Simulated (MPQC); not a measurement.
# [SiPH4]− (SMILES [SiH2-]P) at 4 levels

Aim: a comparison of 4 runs (HF/STO-3G, HF/def2-SVP, HF/cc-pVTZ, PBE0/def2-SVP) of [SiPH4]−. 

The results are computed with MPQC 2.3.1.

## 1. The system as given

[SiPH4]− has 6 atoms, charge -1, and is taken as a singlet. As SMILES, `[SiH2-]P`. Geometry: relaxed at GFN2-xTB. This is one conformer, not always the lowest.

Bond lengths: Si1–P2 2.225 Å, Si1–H3 1.503 Å, Si1–H4 1.503 Å, P2–H5 1.375 Å, P2–H6 1.375 Å. Angles: Si1–P2–H5 94.0°, Si1–P2–H6 94.1°, P2–Si1–H3 96.4°, P2–Si1–H4 96.5°, H5–P2–H6 91.3°, H3–Si1–H4 96.7°.

## 2. Energy and forces at HF/STO-3G (run 1)

File job.in:

```
% H4PSi
molecule<Molecule>: (
  symmetry = c1
  unit = angstrom
  { atoms geometry } = {
    Si [ 0.357650      -1.019850      -0.132620 ]
    P  [ -0.355230       1.071380       0.132600 ]
    H  [ -0.387090      -1.600590       1.036860 ]
    H  [ -0.642080      -1.408110      -1.185860 ]
    H  [ 0.407400       1.565440      -0.899820 ]
    H  [ 0.619350       1.391730       1.048840 ]
  }
)
basis<GaussianBasisSet>: (
  name = "STO-3G"
  molecule = $:molecule
  basisdir = "."
  puream = yes
)
mpqc: (
  checkpoint = no
  savestate = no
  restart = no
  do_energy = yes
  do_gradient = yes
  optimize = no
  mole<CLHF>: (
    molecule = $:molecule
    basis = $:basis
    total_charge = -1
    memory = 1000000000
    print_evals = yes
    print_npa = yes
    maxiter = 120
    value_accuracy = 1e-08
    guess_wavefunction<CLHF>: (
      molecule = $:molecule
      total_charge = -1
      memory = 1000000000
      value_accuracy = 1e-3
      basis<GaussianBasisSet>: (
        name = "STO-3G"
        molecule = $:molecule
      )
    )
  )
)
```

The basis set STO-3G is read from a file made from the Basis Set Exchange's data (not shown).

The run is started by

```
$ mpqc job.in > job.out
```

Standard output:

```text
MPQC: Massively Parallel Quantum Chemistry
[...]
  LUMO is    18   A =   0.718873
  total scf energy = -624.6343182106
[...]
Value of the MolecularEnergy: -624.6343182106
  Gradient of the MolecularEnergy:
      1   -0.0061284111
      2    0.0342437255
      3    0.0035733248
      4    0.0099215639
      5   -0.0080880185
      6   -0.0017882625
      7    0.0010022944
      8   -0.0085414371
      9    0.0160214209
     10   -0.0027333699
     11   -0.0057756223
     12   -0.0170407512
[...]
      symmetry = c1
[...]
```

Wall time 0.24 s (1 thread of Arm Neoverse V2, shared host).

## 3. Energy and gradient at HF/def2-SVP (run 2)

File run.in:

```
% emacs should use -*- KeyVal -*- mode
molecule<Molecule>: (
  symmetry = c1
  unit = angstrom
  { atoms geometry } = {
    Si [ 0.357650      -1.019850      -0.132620 ]
    P  [ -0.355230       1.071380       0.132600 ]
    H  [ -0.387090      -1.600590       1.036860 ]
    H  [ -0.642080      -1.408110      -1.185860 ]
    H  [ 0.407400       1.565440      -0.899820 ]
    H  [ 0.619350       1.391730       1.048840 ]
  }
)
basis<GaussianBasisSet>: (
  name = "def2-SVP"
  molecule = $:molecule
  basisdir = "."
  puream = yes
)
mpqc: (
  checkpoint = no
  savestate = no
  restart = no
  do_energy = yes
  do_gradient = yes
  optimize = no
  mole<CLHF>: (
    molecule = $:molecule
    basis = $:basis
    total_charge = -1
    memory = 1000000000
    print_evals = yes
    print_npa = yes
    maxiter = 120
    value_accuracy = 1e-08
    guess_wavefunction<CLHF>: (
      molecule = $:molecule
      total_charge = -1
      memory = 1000000000
      value_accuracy = 1e-3
      basis<GaussianBasisSet>: (
        name = "STO-3G"
        molecule = $:molecule
      )
    )
  )
)
```

The basis set def2-SVP is read from a file made from the Basis Set Exchange's data (not shown).

The run is started by

```
$ mpqc run.in > run.out
```

Standard output:

```text
MPQC: Massively Parallel Quantum Chemistry
[...]
  LUMO is    18   A =   0.353204
  total scf energy = -631.7605855182
[...]
Value of the MolecularEnergy: -631.7605855182
  Gradient of the MolecularEnergy:
      1   -0.0276487595
      2    0.0326325540
      3    0.0059567863
      4    0.0317770773
      5   -0.0185696858
      6   -0.0050936296
      7    0.0078239619
      8    0.0040998979
      9   -0.0084781310
     10    0.0096283947
     11    0.0026993959
     12    0.0070780751
[...]
      symmetry = c1
[...]
```

Run time: 3.6 s. Hardware: 1 thread of Arm Neoverse V2, shared host; peak memory 0.18 GiB.

Run 3 isn't shown in full; the table further down has it.

## 4. Energy and forces at PBE0/def2-SVP (run 4)

File input.in:

```
% emacs should use -*- KeyVal -*- mode
molecule<Molecule>: (
   symmetry = c1
   unit = bohr
   { atoms geometry } = {
      Si [ 0.67586055 -1.92723719 -0.25061548 ]
      P  [ -0.67128741 2.02461478 0.25057768 ]
      H  [ -0.73149409 -3.02467674 1.95938143 ]
      H  [ -1.21335535 -2.66094225 -2.24095062 ]
      H  [ 0.76987442 2.95825286 -1.70041336 ]
      H  [ 1.17040188 2.62998854 1.98202035 ]
   }
)
basis<GaussianBasisSet>: (
   name = "def2-SVP"
   molecule = $:molecule
   basisdir = "."
   puream = yes
)
mpqc: (
   checkpoint = no
   savestate = no
   restart = no
   do_energy = yes
   do_gradient = yes
   optimize = no
   mole<CLKS>: (
      molecule = $:molecule
      basis = $:basis
      total_charge = -1
      memory = 1000000000
      print_evals = yes
      print_npa = yes
      maxiter = 120
      value_accuracy = 1e-08
      functional<SumDenFunctional>: (
         a0 = 0.25
         coefs = [ 0.75 1 ]
         funcs: [ <PBEXFunctional>: () <PBECFunctional>: () ]
      )
      integrator<RadialAngularIntegrator>: ( grid = xfine )
      guess_wavefunction<CLHF>: (
         molecule = $:molecule
         total_charge = -1
         memory = 1000000000
         value_accuracy = 1e-3
         basis<GaussianBasisSet>: (
            name = "3-21G"
            molecule = $:molecule
         )
      )
   )
)
```

The basis set def2-SVP is read from a file made from the Basis Set Exchange's data (not shown).

The run is started by

```
$ mpqc -o input.out input.in
```

Standard output:

```text
MPQC: Massively Parallel Quantum Chemistry
[...]
  Integrated electron density error = 0.000030255577
  iter     1 energy = -632.6978791219 delta = 1.85674e-01
  Integrated electron density error = 0.000005961626
  iter     2 energy = -632.7702887659 delta = 1.64938e-02
[...]
  Integrated electron density error = 0.000000008357
  iter    11 energy = -632.7786941031 delta = 2.80396e-07
  Integrated electron density error = 0.000000008353
  iter    12 energy = -632.7786941031 delta = 6.04928e-08
  Integrated electron density error = 0.000000008353
  iter    13 energy = -632.7786941031 delta = 1.17443e-08
[...]
  LUMO is    18   A =   0.234264
  total scf energy = -632.7786941031
[...]
  Integrated electron density error = 0.000000009393
  Total Gradient:
[...]
Value of the MolecularEnergy: -632.7786941031
  Gradient of the MolecularEnergy:
      1   -0.0345683154
      2    0.0254124156
      3    0.0061186927
      4    0.0435620205
      5   -0.0100228702
      6   -0.0056342350
      7    0.0107858505
      8    0.0038269433
      9   -0.0094971519
     10    0.0127427388
     11    0.0023233489
     12    0.0073434530
[...]
        symmetry = c1
[...]
```

Wall time 23 s (1 thread of Arm Neoverse V2, shared host); peak memory 0.19 GiB.

## 5. Overview of the runs

```
run          level  starting guess  integration grid  energy (Eh)  HOMO energy (eV)  LUMO energy (eV)  HOMO–LUMO gap (eV)  wall time
  1      HF/STO-3G          STO-3G                 –  -624.634318              3.09             19.56               16.47     0.24 s
  2    HF/def2-SVP          STO-3G                 –  -631.760586             -1.42              9.61               11.03      3.6 s
  3     HF/cc-pVTZ           3-21G                 –  -631.992149             -1.57              8.01                9.57       77 s
  4  PBE0/def2-SVP           3-21G             xfine  -632.778694              0.70              6.37                5.67       23 s
```

## 6. Summary of results

```
                                                    quantity          value
                                         run 4: total energy  -632.77869 Eh
                                          run 4: HOMO energy        0.70 eV
                                          run 4: LUMO energy        6.37 eV
run 4: HOMO–LUMO gap (to an unbound level, set by the basis)        5.67 eV
                             run 4: largest force on an atom     2.317 eV/Å
```

**Reading.** The HOMO–LUMO gap runs from 5.67 eV (PBE0/def2-SVP) to 16.47 eV (HF/STO-3G). The two ends differ in method and basis. The empty levels of an anion lie above zero and hang on the basis. In runs 1, 4 the HOMO lies above zero, so the outermost electron may be held by the basis alone. In run 1 the basis is minimal, so the values are rough. All runs together took 1.7 min, the longest 77 s.
